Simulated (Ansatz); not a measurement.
Run this with Ansatz 0.2.0, Python API and show what comes out.

`relaxed_scan_ch4mgo.py`
```python
"""One bond of CH4MgO held at set lengths while the rest relaxes."""

import ansatz as az
from ase import Atoms
import numpy as np

BASIS = "def2-SVP"
FUNCTIONAL = "HF"

atoms = Atoms(["C", "Mg", "O", "H", "H", "H", "H"], positions=[
    [-1.1074, 0.6542, -0.3069],
    [0.7083, -0.3597, -0.0232],
    [2.4052, -1.3311, 0.238],
    [-1.8768, -0.0146, -0.5943],
    [-1.0338, 1.4333, -1.1529],
    [-1.4373, 1.2386, 0.6167],
    [2.403, -1.6887, 1.1769],
])
ch4mgo = az.Crystal.molecule_from_ase(atoms)

calculation = (
    ch4mgo.calculation()
    .basis(gaussian=BASIS)
    .functional(FUNCTIONAL)
)
symbols = [site.symbol for site in ch4mgo.cartesian_sites]
pairs = [(0, 1), (0, 3), (0, 4), (0, 5), (1, 2), (2, 6)]
print("held (A)   E (eV)        ", "  ".join(f"{symbols[i]}{i}-{symbols[j]}{j}" for i, j in pairs))
for length in [1.81, 1.97, 2.13, 2.37, 2.66]:
    data = calculation.relax(constraints=[az.DistanceConstraint((1, 2), at=length)], force_tolerance=0.02, max_steps=60).run().report
    xyz = np.array(data["positions_ang"])
    print(f"{length:6.2f} {data['free_energy_ev']:14.5f}  ", "  ".join(f"{np.linalg.norm(xyz[i] - xyz[j]):.3f}" for i, j in pairs))
```

```console
$ python relaxed_scan_ch4mgo.py
held (A)   E (eV)         C0-Mg1  C0-H3  C0-H4  C0-H5  Mg1-O2  O2-H6
DeckWarning: relax.constraints: the input's atoms, or those drawn, lie off the distances that are held; a relaxation that starts there is brought onto them ahead of its first SCF, by positions alone, an atom by 8.13e-2 Å at the most. With the symmetry detection on, the symmetry is detected on the input's atoms as so brought (as typed, where only the drawn atoms reach the distances), and notices that speak of the structure as typed mean those atoms
  1.81    -8559.02392   2.105  1.095  1.095  1.095  1.810  0.936
  1.97    -8558.71979   2.102  1.095  1.095  1.095  1.970  0.941
  2.13    -8558.23866   2.099  1.095  1.094  1.095  2.130  0.944
  2.37    -8557.37251   2.096  1.094  1.094  1.094  2.370  0.946
  2.66    -8556.32140   2.093  1.094  1.094  1.094  2.660  0.947
```
(Warnings from the package without file and line, repeats left out.)

Total energies depend on the basis set; only differences at equal settings carry meaning. The energies are electronic: no zero-point or thermal terms, and the basis set is short of its limit. Timing: 26 s on 1 thread of Arm Neoverse V2 (shared host), peak memory 0.2 GiB.
